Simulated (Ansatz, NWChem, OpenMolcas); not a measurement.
# How basis sets differ on S2 (sulfur dimer)

S2: 2 atoms, total charge 0, spin state triplet. SMILES: `S=S`. Geometry: the measured bond length.

```xyz
2

S     0.0000    0.0000    0.0000
S     0.0000    0.0000    1.8892
```

Each level gives the electronic atomisation energy (eV). The values are calculated. Electronic energies at fixed atoms, without zero-point motion or spin-orbit coupling.

```csv
level,kind,program,value (eV),less CCSD(T)/cc-pV5Z
UCCSD(T)/STO-3G,coupled cluster or CI,Ansatz,3.49,-0.90
UCCSD(T)/cc-pVDZ,coupled cluster or CI,Ansatz,3.51,-0.88
ROCCSD(T)/cc-pVTZ,coupled cluster or CI,OpenMolcas,4.04,-0.35
UCCSD(T)/cc-pVTZ,coupled cluster or CI,NWChem,4.03,-0.36
UCCSD(T)/cc-pVQZ,coupled cluster or CI,Ansatz,4.27,-0.12
UCCSD(T)/cc-pV5Z,coupled cluster or CI,Ansatz,4.39,0.00
```

UCCSD(T)/cc-pV5Z is the highest level here, not the true value. The values span 3.49 to 4.39 eV. High-level rows in very small sets aren't better than simpler rows in larger ones.
